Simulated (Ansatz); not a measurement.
in.yaml

```yaml
crystal:
  periodic: [false, false, false]
  atoms:
    - {symbol: H, position_ang: [-2.721817, 0.000000, -0.000001]}
    - {symbol: H, position_ang: [-2.028817, 0.000000, -0.000001]}
    - {symbol: Si, position_ang: [0.110183, 0.000000, 0.000000]}
    - {symbol: H, position_ang: [0.560157, -1.416253, 0.000000]}
    - {symbol: H, position_ang: [0.560157, 0.708126, -1.226511]}
    - {symbol: H, position_ang: [0.560156, 0.708127, 1.226511]}
basis:
  gaussian: {orbitals: 6-31G, fitting: {mean_field: def2-universal-jkfit}, point_charges: [{charge: -0.50, position_ang: [5.539, 0.756, -0.339]}]}
magnetization: {spin_polarized: false, initial_magnetization: 1}
correlation: {method: sc_nevpt2, electrons: valence, active_space: {window: {electrons: 1, orbitals: 2}}}
output: {forces: true}
```

```sh
$ ansatz run in.yaml --threads 1 --pin off --events-out ev --progress --plain --max-ram 2393MiB
```

Log:

```
218 factors; integrals over basis functions are off by at most 8.2e-2 eV
mean field evaluation 1: about -7936.2527 eV, gradient 8.0e0 eV
mean field evaluation 2: about -7936.7203 eV, gradient 1.8e0 eV
mean field evaluation 4: about -7936.7560 eV, gradient 2.7e-1 eV
mean field -7936.75712587 eV, -291.6704446485 hartree, gradient 8.3e-7 eV, S^2 0.750000; 0 other end points of the search recorded, 0 dependent functions left out
reference -7936.75712587 eV, -291.6704446485 hartree; 10, 9 occupied and 13, 14 virtual orbitals, 218 factors
state -7936.75712587 eV, -291.6704446485 hartree
state -7936.75712587 eV, -291.6704446485 hartree; corrected -7938.61475156 eV, -291.7387111335 hartree
WARN: 1 active orbitals are nearly empty or full. The corrections depend on them more than the energy does, and are more stable in an active space without them
the calculation of the forces begins
Error: an active orbital is full or empty, and SC-NEVPT2 has no forces then: leave it out of the active space
```

The run gave no result to rely on (stopped by an error).

Ran on 1 thread of Arm Neoverse V2, shared host: 0.12 s wall, 0.06 GiB peak host memory.
